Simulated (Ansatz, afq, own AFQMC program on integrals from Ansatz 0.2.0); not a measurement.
SiH$_{2}$O, singlet → SiH₂O, triplet

```xyz
4

Si    0.0000   -0.1186    0.6062
O     0.0000    0.1621   -1.0273
H     0.0000    1.3666    0.9807
H     0.0000   -0.6354   -1.5633
```

Connectivity, by distances: SiH–OH.

E(triplet, charge +0) − E(singlet, charge +0) at this geometry, on RHF and UHF determinants.

Basis cc-pVDZ. Noble-gas cores (and the filled d shells of Ga–Kr and In–Xe) are frozen. Integrals, coupled cluster, full CI and functionals: Ansatz 0.2.0; the random walks run on the same integrals in our own AFQMC program. The CISD trial takes its coefficients from CCSD amplitudes. Released means that phaseless walkers are propagated on without the constraint, phases kept. Free AFQMC starts from the CCSD state and is never constrained. Its projection time is finite, and what remains of the start isn't in its error. Error bars are statistical, one sigma. The errors of all members are added in quadrature.

No full CI on the walks' own integrals is used here; CCSDT(Q) serves as the reference and is uncertain by about the last step of the cluster series. Each member takes its own surest rung, up to full CI.

The best estimate is CCSD(T) at the basis-set limit (CBS: def2-TZVPP and def2-QZVPP, with their diffuse functions for anions and beside diffuse sets, CCSD(T) itself extrapolated) plus the step from CCSD(T) to CCSDT(Q) in cc-pVDZ. Rows without CBS are in cc-pVDZ, the functionals in def2-TZVP; B2PLYP and the wave-function rows carry a basis error of their own. Core correlation and relativity beyond core potentials are missing, and ± holds the sampling alone.

Cautions: SiH₂O (singlet): restricted determinant unstable towards unrestricted (UHF 6 meV lower, ⟨S²⟩ 0.11), the released energies move by 1.5 errors or more from one time to the next, so no released level is given (meV from the phaseless value at times in 1/Eh: -6 ± 5 at 0.24, -8 ± 4 at 0.51, -8 ± 4 at 0.99, -6 ± 5 at 1.62, -15 ± 5 at 2.40); SiH₂O (triplet): another spin lies lower; core correlation is missing, and it shifts such a gap most where an s electron is promoted.

| level | vertical spin gap (kJ/mol) |
| --- | --- |
| MP2 | 184.3 |
| HF | 133.9 |
| B3LYP | 190.6 |

**Question.** From these cheaper values, estimate the vertical spin gap at the level of the best estimate.

**Answer.** 193.7 kJ/mol (best estimate, highest rung CCSDT(Q)).

| level | vertical spin gap (kJ/mol) | error against the best estimate (kJ/mol) |
| --- | --- | --- |
| CCSD | 194.9 | 1.2 |
| CCSD(T) | 197.0 | 3.3 |
| CCSDT | 196.8 | 3.1 |
| CCSDT(Q) | 197.1 | 3.5 |
| ph-AFQMC/CISD | 197.2 ± 0.6 | 3.5 ± 0.6 |
| free AFQMC | 197.4 ± 0.6 | 3.7 ± 0.6 |
| HF/CBS | 123.3 | -70.4 |
| MP2/CBS | 187.7 | -5.9 |
| CCSD(T)/CBS | 193.8 | 0.1 |
| PBE | 173.0 | -20.7 |
| r2SCAN | 154.4 | -39.2 |
| PBE0 | 170.1 | -23.5 |
| wB97M-V | 211.9 | 18.2 |
| B2PLYP | 191.1 | -2.5 |

Correlation beyond CCSD(T) changes it by less than 2 meV. Going to the basis-set limit takes off 3.2 kJ/mol at CCSD(T). The perturbative (T) step is worth +2.1 kJ/mol.

Best estimates are given only where the step beyond CCSD(T) is under 0.3 eV and no member's determinant is very poor (T1 over 0.05, or 0.07 for open shells, ⟨S²⟩ too high by 0.3, two states mixed), so the hardest cases are missing from such tables.

The functionals ran in a triple-zeta set and keep a basis error of their own, a few kJ/mol for each bond in atomization energies and more for double hybrids, so close places among them and the extrapolated levels can swap.

CCSDT and higher add their correlation energy to the determinant of the CCSD(T) run, since their own runs factorise the integrals more tightly (a shift of under 2 meV). Free projections are given only where their last times agree within the noise and don't stop above the reference; a slow remainder of the start can still hide under it. Each member of a difference takes its own highest rung, so a best estimate needn't equal the limit plus the step of one row. A walk keeps the symmetry of its determinant, which the program's search chose and which needn't be the lowest solution, so a lower state of the same spin and another symmetry isn't excluded.
